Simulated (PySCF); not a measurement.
Bonds broken one at a time in the series SiH2(OH)-X. Gas-phase values, no solvent. One relaxed conformer stands for each flexible species; it need not be the lowest. Strings in code marks are SMILES.

The numbers are results of PBE-D3(BJ)/def2-TZVP // PBE0-D4/def2-TZVP in PySCF, not measurements. 

A: radical fragment (`[CH2]C`)
B: radical fragment (`O=[C]C`)
C: radical fragment (`O[SiH2][S]` (H–O–Si–S torsion 49°))
D: radical fragment (`[C](O)=O` (O–C–O–H torsion 0°))
E: radical fragment (`F[SiH2]`)
F: radical fragment (`[SiH2]C(O)=O`)

Q: Which member has the highest highest occupied spin orbital?

A: B (-4.22 eV); next is A (-4.54 eV).
